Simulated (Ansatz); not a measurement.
This geometry of C₄H₅ClO (11 atoms, charge 0, multiplicity 1) is a first-order saddle point.

Theory: RKS r2SCANh/STO-3G in Ansatz 0.2.0.

```xyz
11
Properties=species:S:1:pos:R:3
O -1.573 -0.803 1.718
C -0.604 -0.156 0.960
C 0.180 -0.121 -0.098
C 0.582 -0.597 -1.450
Cl -0.020 0.566 -2.773
C 0.493 0.898 1.000
H -2.438 -0.339 1.440
H 0.144 -1.582 -1.687
H 1.680 -0.633 -1.566
H 1.382 0.752 1.630
H 0.238 1.957 0.846
```

(1) Which two structures does it join? (They come from a converged band through this point; their orientation in space is the band's.)

(2) How far does it lie above each of them?

Results:

(1) No bond is made or broken. The dihedral H7–O1–C2–C6 goes from -2 to 177°.

First end point:

```xyz
11
Properties=species:S:1:pos:R:3
O -1.913 -0.702 1.280
C -0.765 -0.136 0.779
C 0.172 -0.149 -0.150
C 0.751 -0.676 -1.404
Cl 0.279 0.363 -2.889
C 0.293 0.933 0.922
H -2.098 -0.154 2.120
H 0.386 -1.694 -1.627
H 1.855 -0.665 -1.393
H 1.062 0.845 1.706
H 0.044 1.977 0.677
```

Last end point:

```xyz
11
Properties=species:S:1:pos:R:3
O -1.873 -0.299 1.565
C -0.715 0.049 0.917
C 0.192 -0.062 -0.040
C 0.679 -0.657 -1.301
Cl 0.064 0.268 -2.812
C 0.424 1.025 1.010
H -2.265 -1.032 0.970
H 0.325 -1.694 -1.438
H 1.779 -0.625 -1.379
H 1.205 0.887 1.773
H 0.251 2.082 0.756
```

(2) 8.4 kcal/mol above the first and 8.1 kcal/mol above the second. This is the barrier of this one path; another mechanism may lie lower. Limits of this set-up: minimal basis.

The run took 2.1 min on 1 thread of Intel(R) Xeon(R) Processor @ 2.70GHz, on a shared host, peak memory 0.14 GiB.
